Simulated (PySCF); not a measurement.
**The first ionisation energy along group 13**

Calculated with PySCF 2.14 from differences of total energies of unrestricted determinants, without spin-orbit coupling. Values in eV. The last column holds reference values (NIST; (s) semi-empirical, (t) theoretical, else measured). Unmarked ones compare directly (S terms, centres of terms, or small fine structure); those marked * lie between the lowest fine-structure levels and include a spin-orbit shift.

| element | configurations | UHF | SCS-MP2 (valence) | CCSD(T) (valence) | LDA | PBE | PBE0 | reference |
| --- | --- | --- | --- | --- | --- | --- | --- | --- |
| B (aug-cc-pVQZ, non-relativistic) | [He] 2s2 2p1 → [He] 2s2 | 8.041 | 8.259 | 8.232 | 8.644 | 8.673 | 8.647 | 8.297 |
| Al (aug-cc-pV(Q+d)Z, non-relativistic) | [Ne] 3s2 3p1 → [Ne] 3s2 | 5.608 | 5.840 | 5.967 | 6.030 | 6.077 | 6.097 | 5.977 |
| Ga (aug-cc-pVQZ-PP with ECP10MDF, ECP) | [Ar] 3d10 4s2 4p1 → [Ar] 3d10 4s2 | 5.535 | 5.752 | 5.842 | 6.002 | 5.928 | 5.958 | 5.931 |
| In (aug-cc-pVQZ-PP with ECP28MDF, ECP) | [Kr] 4d10 5s2 5p1 → [Kr] 4d10 5s2 | 5.218 | 5.413 | 5.495 | 5.716 | 5.590 | 5.621 | 5.603 |
| Tl (aug-cc-pVQZ-PP with ECP60MDF, ECP) | [Xe] 4f14 5d10 6s2 6p1 → [Xe] 4f14 5d10 6s2 | 5.014 | 5.190 | 5.259 | 5.583 | 5.425 | 5.441 | 5.464 |

```csv
method,elements,mean error (eV),mean absolute error (eV),largest error (eV)
UHF,5,-0.371,0.371,-0.450
SCS-MP2 (valence),5,-0.164,0.164,-0.274
CCSD(T) (valence),5,-0.095,0.095,-0.205
LDA,5,0.140,0.140,0.347
PBE,5,0.084,0.106,0.377
PBE0,5,0.099,0.108,0.350
```

Errors include the incompleteness of the basis and the frozen core.

"Valence" correlates the outer s and p shells and, in groups 3 to 12 and the f block, the outer d or f shell, open or full, or the next shell where the ion has no valence electron left; the wider scheme adds the next inner shell.
